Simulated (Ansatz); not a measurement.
## Stretch profile

AlSiH5O (SMILES [AlH2][O][SiH3]), closed shell, at its PBE0-D4/def2-TZVP minimum:

Al1  (-0.998, 1.071, -1.154)
O2  (-0.093, 0.088, -0.132)
Si3  (0.785, -0.836, 0.872)
H4  (-2.436, 0.575, -1.576)
H5  (-0.356, 2.432, -1.632)
H6  (1.630, -1.775, 0.087)
H7  (-0.108, -1.624, 1.763)
H8  (1.668, 0.012, 1.717)
(Å)

The bond length Al1–H4 (1.579 Å at the minimum) is set to the values below, with the rest relaxed at PBE0-D4/def2-TZVP at each step. Each method's energies count from its own value at the PBE0-D4 minimum structure. Computed with Ansatz 0.2.0 (basis: def2-TZVPP); correlated methods freeze the cores. B3LYP uses VWN-RPA correlation.

```tsv
bond length (Å)	CCSD(T) (kcal/mol)	B3LYP-D4 (kcal/mol)	r2SCAN-D4 (kcal/mol)	PBE0-D4 (kcal/mol)	wB97M-V (kcal/mol)
1.358	10.11	9.77	10.16	10.28	9.45
1.405	?	5.54	5.82	5.92	5.27
1.473	?	1.75	1.91	1.97	1.58
1.552	0.08	0.06	0.10	0.11	0.01
1.640	0.61	0.66	0.57	0.55	0.76
1.735	3.26	3.35	3.14	3.10	3.64
1.836	7.69	7.68	7.48	7.39	8.29
1.942	?	12.98	13.10	12.86	14.29
2.053	20.12	19.38	19.68	19.40	21.27
```

Q: Fill in the withheld CCSD(T) values. (Judge from chemistry; the value comes from the calculation.)

A: Computed: 5.76 kcal/mol at 1.405 Å; 1.85 kcal/mol at 1.473 Å; 13.44 kcal/mol at 1.942 Å. These count from the CCSD(T) energy at the PBE0-D4 minimum.

Minimum and curvature along this coordinate at CCSD(T): A fifth-order fit through the nearest points gives 1.574 Å, with a curvature of about 14 eV/Å².

Largest difference from the CCSD(T) curve over the scan: PBE-D4 2.66; HF 2.24; MP2 1.53 kcal/mol. Each curve counts from its own value at the minimum.

T1 diagnostic: at most 0.013.

For scale, one of the runs: CCSD(T)/def2-TZVPP, 185 basis functions (an equivalent command: `ansatz run in.yaml --threads 2`). The run took 45 s on 2 CPU threads (shared host), with 1.7 GiB of host memory at its peak.
